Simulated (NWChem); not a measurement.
The numbers come from NWChem runs, not from measurements. System: formic acid (CH₂O₂), charge 0, spin multiplicity 1, at a geometry optimised with B3LYP/def2-SVP. Level: MP2/def2-TZVP, 3 core orbitals frozen.

The NWChem input:

```
start mol
memory heap 200 mb stack 900 mb global 1100 mb
geometry units angstroms nocenter noautoz
  O      0.747088     0.832669     0.000000
  C      0.176815    -0.380089     0.000000
  O     -1.003952    -0.588672     0.000000
  H      0.027626     1.490420     0.000000
  H      0.966390    -1.161861     0.000000
  symmetry group Cs
end
basis spherical
  * library def2-tzvp
end
scf
  rhf
  nopen 0
  maxiter 100
  thresh 1e-7
  semidirect memsize 60000000 filesize 0
end
mp2
  freeze core 3
end
task mp2 energy
```

NWChem printed:

```
             Northwest Computational Chemistry Package (NWChem) 7.3.0
             --------------------------------------------------------

                                NWChem Input Module
                                -------------------

 Scaling coordinates for geometry "geometry" by  1.889725989
 (inverse scale =  0.529177249)

 Turning off AUTOSYM since
 SYMMETRY directive was detected!

                             Geometry "geometry" -> ""
                             -------------------------

 Output coordinates in angstroms (scale by  1.889725989 to convert to a.u.)

  No.       Tag          Charge          X              Y              Z
 ---- ---------------- ---------- -------------- -------------- --------------
    1 O                    8.0000     0.74708800     0.83266900     0.00000000
    2 C                    6.0000     0.17681500    -0.38008900     0.00000000
    3 O                    8.0000    -1.00395200    -0.58867200     0.00000000
    4 H                    1.0000     0.02762600     1.49042000     0.00000000
    5 H                    1.0000     0.96639000    -1.16186100     0.00000000

 Effective nuclear repulsion energy (a.u.)      70.2315508159

            Nuclear Dipole moment (a.u.)
            ----------------------------
        X                 Y               Z
 ---------------- ---------------- ----------------
    -0.0000113384     0.0000018897     0.0000000000

      Symmetry information
      --------------------

 Group name             Cs
 Group number              2
 Group order               2
 No. of unique centers     5

      Symmetry unique atoms

     1    2    3    4    5


 Summary of "ao basis" -> "" (spherical)
 ------------------------------------------------------------------------------
       Tag                 Description            Shells   Functions and Types
 ---------------- ------------------------------  ------  ---------------------
 *                         def2-tzvp                  on all atoms

 Summary of "ao basis" -> "ao basis" (spherical)
 ------------------------------------------------------------------------------
       Tag                 Description            Shells   Functions and Types
 ---------------- ------------------------------  ------  ---------------------
 O                         def2-tzvp                11       31   5s3p2d1f
 C                         def2-tzvp                11       31   5s3p2d1f
 H                         def2-tzvp                 4        6   3s1p

                                 NWChem SCF Module
                                 -----------------

  ao basis        = "ao basis"
  functions       =   105
  atoms           =     5
  closed shells   =    12
  open shells     =     0
  charge          =   0.00
  wavefunction    = RHF
  use symmetry    = T
  symmetry adapt  = T

 Summary of "ao basis" -> "ao basis" (spherical)
 ------------------------------------------------------------------------------
       Tag                 Description            Shells   Functions and Types
 ---------------- ------------------------------  ------  ---------------------
 O                         def2-tzvp                11       31   5s3p2d1f
 C                         def2-tzvp                11       31   5s3p2d1f
 H                         def2-tzvp                 4        6   3s1p

      Symmetry analysis of basis
      --------------------------

        a'         73
        a"         32

 Forming initial guess at       0.1s

      Superposition of Atomic Density Guess
      -------------------------------------

 Sum of atomic energies:        -188.23956110

      Non-variational initial energy
      ------------------------------

 Total energy =    -189.387492
 1-e energy   =    -396.569405
 2-e energy   =     136.950363
 HOMO         =      -0.403359
 LUMO         =       0.024627

      Symmetry analysis of molecular orbitals - initial
      -------------------------------------------------

  Numbering of irreducible representations:

     1 a'          2 a"

  Orbital symmetries:

     1 a'          2 a'          3 a'          4 a'          5 a'
     6 a'          7 a'          8 a'          9 a"         10 a'
    11 a"         12 a'         13 a"         14 a'         15 a'
    16 a'         17 a'         18 a"         19 a'         20 a'
    21 a'         22 a'

 Starting SCF solution at       2.3s

 ----------------------------------------------
         Quadratically convergent ROHF

 Convergence threshold     :          1.000E-07
 Maximum no. of iterations :          100
 Final Fock-matrix accuracy:          1.000E-09
 ----------------------------------------------

              iter       energy          gnorm     gmax       time
             ----- ------------------- --------- --------- --------
                 1     -188.7529643043  1.33D+00  3.34D-01      2.4
                 2     -188.8385963180  3.38D-01  8.00D-02      2.7
                 3     -188.8480634867  1.43D-02  6.38D-03      3.2
                 4     -188.8481033019  1.26D-04  3.37D-05      4.0
                 5     -188.8481033033  4.29D-09  1.08D-09      5.2

       Final RHF  results
       ------------------

         Total SCF energy =   -188.848103303258
      One-electron energy =   -398.187781635649
      Two-electron energy =    139.108127516474
 Nuclear repulsion energy =     70.231550815917

        Time for solution =      2.9s

       Symmetry analysis of molecular orbitals - final
       -----------------------------------------------

  Numbering of irreducible representations:

     1 a'          2 a"

  Orbital symmetries:

     1 a'          2 a'          3 a'          4 a'          5 a'
     6 a'          7 a'          8 a'          9 a"         10 a'
    11 a"         12 a'         13 a'         14 a"         15 a'
    16 a'         17 a'         18 a"         19 a'         20 a'
    21 a'         22 a'

             Final eigenvalues
             -----------------

              1
    1  -20.6267
    2  -20.5638
    3  -11.3959
    4   -1.4776
    5   -1.3775
    6   -0.8936
    7   -0.7241
    8   -0.7126
    9   -0.6394
   10   -0.6034
   11   -0.4976
   12   -0.4735
   13    0.1405
   14    0.1535
   15    0.1804
   16    0.2393
   17    0.2677
   18    0.3305
   19    0.3992
   20    0.4757
   21    0.5517
   22    0.5566

                       ROHF Final Molecular Orbital Analysis
                       -------------------------------------

 Vector   10  Occ=2.000000D+00  E=-6.034243D-01  Symmetry=a'
              MO Center=  2.0D-01,  1.2D-01, -1.9D-17, r^2= 2.1D+00
   Bfn.  Coefficient  Atom+Function         Bfn.  Coefficient  Atom+Function
  ----- ------------  ---------------      ----- ------------  ---------------
     6      0.302732  1 O  px                 9      0.273312  1 O  px
    68      0.240501  3 O  px                37     -0.208895  2 C  px
    71      0.201219  3 O  px

 Vector   11  Occ=2.000000D+00  E=-4.975950D-01  Symmetry=a"
              MO Center= -2.6D-01, -6.0D-02, -2.9D-16, r^2= 1.8D+00
   Bfn.  Coefficient  Atom+Function         Bfn.  Coefficient  Atom+Function
  ----- ------------  ---------------      ----- ------------  ---------------
    70      0.332399  3 O  pz                73      0.301714  3 O  pz
     8     -0.293642  1 O  pz                11     -0.269010  1 O  pz
    14     -0.203629  1 O  pz                76      0.191427  3 O  pz

 Vector   12  Occ=2.000000D+00  E=-4.735280D-01  Symmetry=a'
              MO Center= -5.2D-01, -4.7D-01, -4.4D-17, r^2= 1.5D+00
   Bfn.  Coefficient  Atom+Function         Bfn.  Coefficient  Atom+Function
  ----- ------------  ---------------      ----- ------------  ---------------
    69      0.406175  3 O  py                72      0.366191  3 O  py
    75      0.250199  3 O  py

 Vector   13  Occ=0.000000D+00  E= 1.404584D-01  Symmetry=a'
              MO Center= -1.4D-01,  1.7D+00, -9.4D-17, r^2= 3.5D+00
   Bfn.  Coefficient  Atom+Function         Bfn.  Coefficient  Atom+Function
  ----- ------------  ---------------      ----- ------------  ---------------
    96      1.838067  4 H  s                  5     -1.200325  1 O  s
   102     -0.937415  5 H  s                 36      0.742194  2 C  s
    12      0.354402  1 O  px                67     -0.313322  3 O  s
    44     -0.307548  2 C  py                13     -0.278640  1 O  py
    43      0.229756  2 C  px                35      0.200247  2 C  s

 Vector   14  Occ=0.000000D+00  E= 1.534696D-01  Symmetry=a"
              MO Center=  1.2D-01, -4.7D-01,  1.3D-15, r^2= 2.3D+00
   Bfn.  Coefficient  Atom+Function         Bfn.  Coefficient  Atom+Function
  ----- ------------  ---------------      ----- ------------  ---------------
    45      0.902262  2 C  pz                76     -0.529091  3 O  pz
    14     -0.354589  1 O  pz                42      0.303458  2 C  pz
    39      0.294219  2 C  pz                70     -0.246329  3 O  pz
    73     -0.183319  3 O  pz                 8     -0.158343  1 O  pz

 Vector   15  Occ=0.000000D+00  E= 1.804458D-01  Symmetry=a'
              MO Center=  1.4D+00, -1.5D+00, -2.1D-16, r^2= 3.2D+00
   Bfn.  Coefficient  Atom+Function         Bfn.  Coefficient  Atom+Function
  ----- ------------  ---------------      ----- ------------  ---------------
   102      3.393826  5 H  s                 36     -1.552486  2 C  s
    44      1.154575  2 C  py                43     -1.123206  2 C  px
   101     -0.611028  5 H  s                 67     -0.546791  3 O  s
     5     -0.412946  1 O  s                 75     -0.347369  3 O  py
    12      0.265655  1 O  px                51     -0.167309  2 C  d -2

 center of mass
 --------------
 x =  -0.04045761 y =  -0.01344125 z =   0.00000000

 moments of inertia (a.u.)
 ------------------
          78.431883560875         -62.491702022535           0.000000000000
         -62.491702022535          94.079877218821           0.000000000000
           0.000000000000           0.000000000000         172.511760779697

  Mulliken analysis of the total density
  --------------------------------------

    Atom       Charge   Shell Charges
 -----------   ------   -------------------------------------------------------
    1 O    8     8.48   0.79  1.18  0.56  0.96  0.28  1.85  2.07  0.74  0.00  0.03  0.00
    2 C    6     5.56   0.86  1.12  0.53  0.51  0.05  1.13  0.93  0.15  0.06  0.19  0.02
    3 O    8     8.44   0.79  1.18  0.58  0.94  0.34  1.83  1.95  0.78  0.00  0.03  0.00
    4 H    1     0.64   0.24  0.32  0.04  0.04
    5 H    1     0.89   0.26  0.49  0.11  0.02

       Multipole analysis of the density wrt the origin
       ------------------------------------------------

     L   x y z        total         open         nuclear
     -   - - -        -----         ----         -------
     0   0 0 0     -0.000000      0.000000     24.000000

     1   1 0 0      0.579220      0.000000     -0.000011
     1   0 1 0      0.348581      0.000000      0.000002
     1   0 0 1      0.000000      0.000000      0.000000

     2   2 0 0    -15.345297      0.000000     48.747652
     2   1 1 0     -3.045015      0.000000     29.353200
     2   1 0 1      0.000000      0.000000      0.000000
     2   0 2 0    -10.671979      0.000000     45.556274
     2   0 1 1     -0.000000      0.000000      0.000000
     2   0 0 2    -12.588500      0.000000      0.000000

                   NWChem MP2 Semi-direct Energy/Gradient Module
                   ---------------------------------------------

  Basis functions       =    105
  Molecular orbitals    =    105
  Frozen core           =      3
  Frozen virtuals       =      0
  Active alpha occupied =      9
  Active beta occupied  =      9
  Active alpha virtual  =     93
  Active beta virtual   =     93
  Use MO symmetry       = T
  Use skeleton AO sym   = T

  AO/Fock/Back tols     =   1.0D-09  1.0D-09  1.0D-09

 GA uses MA = F    GA memory limited = T

 Available:
  local mem=  1.26D+08
 global mem=  1.44D+08
 local disk=  0.00D+00
  mp2_memr nvloc                    93
  nvloc new                    93
   1 passes of   9:        5242880                      64324                  15759048.
   1 passes of   9: M    126152358           G      144157150           F     120909478.

 Semi-direct pass number   1 of   1  for RHF alpha+beta  at        5.4s
  vrange nnbf                  5531
  mp2_eaftype                    60  avail_ma_in_mb                  1099
 EAF : mp2_eaftype filesize          60    7879524.
  mp2_eaf for mointskh                     60
Node 0 wrote     37.0 Mb in      0.0 s     Agg I/O rate:  2562.5 Mb/s
 Done moints_semi at       10.1s
  mp2_eaftype                    60  avail_ma_in_mb                  1039
 EAF : mp2_eaftype filesize          60    7879524.
  mp2_eaf for kh                    60
 Done maket at       10.5s
 Done multipass loop at       10.5s

          -------------------------------------------
          SCF energy                -188.848103303258
          Correlation energy          -0.621805089053
          Singlet pairs               -0.381725318599
          Triplet pairs               -0.240079770454
          Total MP2 energy          -189.469908392311
          -------------------------------------------

          ---------------------------------------------------
                    Spin Component Scaled (SCS) MP2
          Same spin pairs                     -0.160053180303
          Same spin scaling factor             0.333333333333
          Opposite spin pairs                 -0.461751908750
          Opposite spin scaling fact.          1.200000000000
          SCS-MP2 correlation energy          -0.607453350601
          Total SCS-MP2 energy              -189.455556653860
          ---------------------------------------------------

 -----------------------
 Performance information
 -----------------------

 Timer overhead =  3.08D-07 seconds/call

               Nr. of calls         CPU time (s)                 Wall time (s)                GFlops
             ---------------    -------------------     ------------------------------   -------------------
Name         Min   Avg   Max    Min     Avg     Max     Min     Avg     Max   Mx/calls   Min     Max     Sum
mp2: moin     1     1     1    4.7     4.7     4.7      4.7     4.7     4.7     4.7      0.0     0.0     0.0
mp2: make     1     1     1   0.37    0.37    0.37     0.37    0.37    0.37    0.37      0.0     0.0     0.0
mp2: tota     1     1     1    5.2     5.2     5.2      5.2     5.2     5.2     5.2      0.0     0.0     0.0

 The average no. of pstat calls per process was 3.00D+00
 with a timing overhead of 9.23D-07s

 Task  times  cpu:       10.4s     wall:       10.4s

 Total times  cpu:       10.5s     wall:       10.5s
```
